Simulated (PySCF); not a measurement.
Can point charges reproduce the dipole moment of `FP` (FH2P)?

Coordinates (GFN2-xTB, Å) and charges (e) from the PBE0/pcSseg-1 density (PySCF):

```csv
atom,x,y,z,Mulliken,IAO,Hirshfeld,ESP-fitted
F1,1.351,-0.160,0.029,-0.4359,-0.5018,-0.1827,-0.1922
P2,-0.179,-0.008,0.576,+0.4159,+0.5565,+0.2114,+0.0188
H3,-0.699,-0.913,-0.366,+0.0100,-0.0273,-0.0144,+0.0868
H4,-0.462,1.085,-0.262,+0.0100,-0.0273,-0.0144,+0.0866
```

Question: What dipole does each set of charges give (1 e·Å = 4.803 D), and what does the density give?

Answer: The full density gives (-1.77, 0.22, -0.24) D, 1.80 D in size; dipole vectors point from the negative to the positive end.

```
    scheme     μx    μy     μz  size (D)  share of the full size (%)  angle to the full dipole (°)
  Mulliken  -3.24  0.33   1.06      3.43                         190                            26
       IAO  -3.58  0.34   1.55      3.92                         218                            31
 Hirshfeld  -1.29  0.12   0.60      1.43                          79                            33
ESP-fitted  -1.75  0.22  -0.24      1.78                          99                             0
```

Question: Which set comes closest?

Answer: Length of the difference vector: ESP-fitted 0.02 D, Hirshfeld 0.98 D, Mulliken 1.97 D, IAO 2.55 D. Closest: ESP-fitted. 

Question: What is left for the Hirshfeld atoms' own dipoles?

Answer: The shares of the density sum to the whole, so what Σ q r misses lies in dipoles about the nuclei. The atomic dipoles sum to (-1.77, 0.22, -0.24) − (-1.29, 0.12, 0.60) = (-0.48, 0.10, -0.84) D, 0.98 D in size.

Question: With the origin at the mean of the coordinates, (0.003, 0.001, -0.006) Å, which are the largest single terms, by size, of the Hirshfeld dipole along the direction of the full one?

Answer: F1 +1.18, P2 +0.10, H4 -0.04, H3 -0.04 D; all 4 atoms together +1.20 D. The single terms depend on the origin, their sum doesn't.

Question: Give the size of the full dipole in other units.

Answer: 1.80 D = 0.708 au = 0.375 e·Å = 6.00 × 10⁻³⁰ C·m.

Geometry: GFN2-xTB; no solvent, vibrations or thermal averaging.
